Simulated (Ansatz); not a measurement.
**SiNH₂ (quartet): from Hartree-Fock to the top rungs at a displaced geometry (v1), cc-pVDZ**

An exercise on one series of results from a longer session: the logs are not shown, and one member is left open.

Computed with Ansatz 0.2.0, Gaussian basis. Level: cc-pVDZ, core rule «outside noble gas», up to 6 orbitals frozen.

To be run: UHF; CCSD(T) on ROHF; CCSD(T) on UHF; BCCD(T) on ROHF; CISD as a restricted active space (open shells left free, so some higher excitations enter); CCSDT(Q) on ROHF; CCSDT(Q) on UHF.

20 further runs of the same task are left out: 2 for a known fault of the program, 6 that didn't finish, 12 set aside as unsound or not needed. Runs told in other sessions of the task aren't counted.

### What is computed

The geometry is a PBE0/def2-TZVP stationary point (not a proven minimum) with its atoms shifted at random (size 0.040 Å).

4 atoms, charge 0, spin multiplicity 4.

Atoms are counted from 1 here; the program's logs count them from 0.

Bond lengths: Si1–N2 1.737 Å, N2–H3 0.979 Å, N2–H4 1.009 Å. Angles: Si1–N2–H3 126.3°, Si1–N2–H4 122.0°, H3–N2–H4 111.8°.

The first run:

Input file in.yaml:

```yaml
crystal:
  periodic: [false, false, false]
  atoms:
    - {symbol: Si, position_ang: [0.000459, 0.004589, 0.656485]}
    - {symbol: N, position_ang: [-0.000374, -0.011554, -1.080671]}
    - {symbol: H, position_ang: [0.047590, -0.805050, -1.652435]}
    - {symbol: H, position_ang: [-0.055187, 0.837748, -1.622633]}
basis:
  gaussian: {orbitals: cc-pVDZ}
magnetization: {spin_polarized: true, initial_magnetization: 3}
hamiltonian: {xc: hf}
output: {orbitals: {seedname: orbitals}}
```

Run with:

```
ansatz run in.yaml --threads 1 --pin off --events-out ev --progress --plain --max-ram 2393MiB
```

Among the steps run: UHF; CCSD(T) on ROHF; CCSD(T) on UHF; BCCD(T) on ROHF; CISD as a restricted active space (open shells left free, so some higher excitations enter); CCSDT(Q) on ROHF; CCSDT(Q) on UHF.

One of the session's tables, all rows but one given; the rest of the session is left out.

```
   method  from UCCSDT(Q) (kJ/mol)
     ROHF                   +628.1
      UHF                   +624.4
     RMP2                    +69.9
     UMP2                    +69.4
     CISD                    +53.6
    RCCSD                        ?
    UCCSD                    +18.1
 RCCSD(T)                     +3.0
 UCCSD(T)                     +3.0
  BCCD(T)                     +3.1
   RCCSDT                     +1.4
   UCCSDT                     +1.4
RCCSDT(Q)                     +0.1
UCCSDT(Q)                        0
```

Q: Estimate the row for RCCSD from the others.

As computed: from UCCSDT(Q) (kJ/mol): +18.2. In the column «from UCCSDT(Q) (kJ/mol)» it lies between UCCSD (+18.1) and CISD (+53.6).

Caveats from the session: Restricted and unrestricted rows rest on different reference determinants; a gap between their highest levels can come from leftover correlation error, from unlike frozen cores or from another state.
